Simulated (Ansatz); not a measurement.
C₃H₁₀Si (`CC(C)[SiH3]`). The species carries charge 0 and has multiplicity 1.

Cartesian coordinates in Å:
```
C 0.755 -1.132 -0.677
C -0.317 -0.111 -0.307
C 0.041 1.283 -0.814
Si -0.629 -0.098 1.550
H 0.490 -2.142 -0.354
H 0.912 -1.160 -1.760
H 1.715 -0.878 -0.216
H -1.264 -0.418 -0.772
H 0.970 1.641 -0.359
H -0.740 2.014 -0.591
H 0.192 1.277 -1.899
H -1.709 0.867 1.899
H 0.612 0.307 2.269
H -1.029 -1.450 2.030
```

What are the harmonic wavenumbers in cm⁻¹ at PBE0-D4/def2-TZVP (Ansatz, finite differences of forces, unscaled)? (Best estimate.)

Computed: 139, 215, 223, 226, 283, 355, 584, 637, 683, 909, 924, 925, 945, 946, 987, 1029, 1118, 1188, 1264, 1322, 1393, 1413, 1478, 1487, 1497, 1499, 2207, 2213, 2215, 3027, 3031, 3032, 3096, 3097, 3113, 3115.

Is this a minimum?

Yes, all 36 modes are real.

Give the ideal-gas thermochemistry at 298.15 K and 1 bar (rigid rotor, harmonic oscillator; point group Cs, symmetry number 1).

Zero-point energy 309.9 kJ/mol; H(298) − E = 330.0 kJ/mol; entropy 326.7 J/(mol·K), of which translation 162.6, rotation 107.3, vibration 56.8; G(298) − E = 232.6 kJ/mol.

And at 400, 500, 600, 800 and 1000 K?


```tsv
T (K)	H − E (kJ/mol)	S (J/mol/K)	G − E (kJ/mol)
400	342.5	362.4	197.5
500	357.4	395.6	159.6
600	374.6	427.0	118.5
800	414.8	484.5	27.2
1000	460.8	535.7	-74.9
```
